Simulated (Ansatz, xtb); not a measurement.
Barrier height from FH + F to the transition structure F2H, without zero-point energy, on the benchmark's geometries as Psi4's copy of the set gives them.
Transition structure (charge 0, multiplicity 2, Z-matrix in Å and degrees):
```
F
F 1 1.4804
H 1 1.6151 2 180.00
```
Reactant (charge 0, multiplicity 1):
```xyz
2

F      0.000     0.000     0.000
H      0.915     0.000     0.000
```

Open shells are unrestricted; no spin–orbit coupling.

Cores are frozen in the correlated methods. CBS: X⁻³ extrapolation of the correlation energy, Hartree–Fock from the larger set.

The values were computed with Ansatz (a first-principles code); xtb for the GFN methods. Each number belongs to the level named beside it. The GFN methods have no spin term and hold the electronic entropy of 300 K.

```tsv
level	barrier height (kcal/mol)
GFN1-xTB	61.02
SVWN5/def2-TZVPPD	68.87
PBE/def2-TZVPPD	80.05
B3LYP/def2-TZVPPD	95.34
CAM-B3LYP/def2-TZVPPD	(withheld)
MP2/aug-cc-pVQZ	131.41
SCS-MP2/aug-cc-pVDZ	132.50
SCS-MP2/aug-cc-pVQZ	133.63
MP2/CBS(aug-cc-pVTZ, aug-cc-pVQZ) + ΔCCSD(T)/aug-cc-pVTZ	(withheld)
```

Problem. Complete the blanks.

Solution. 
- CAM-B3LYP/def2-TZVPPD, barrier height (kcal/mol): 98.20
- MP2/CBS(aug-cc-pVTZ, aug-cc-pVQZ) + ΔCCSD(T)/aug-cc-pVTZ, barrier height (kcal/mol): 106.24

Doubts at one or more of the structures used: a spin-contaminated determinant (MP2/aug-cc-pVQZ, SCS-MP2/aug-cc-pVDZ, SCS-MP2/aug-cc-pVQZ, MP2/CBS(aug-cc-pVTZ, aug-cc-pVQZ) + ΔCCSD(T)/aug-cc-pVTZ); T1 above 0.05 (MP2/CBS(aug-cc-pVTZ, aug-cc-pVQZ) + ΔCCSD(T)/aug-cc-pVTZ).
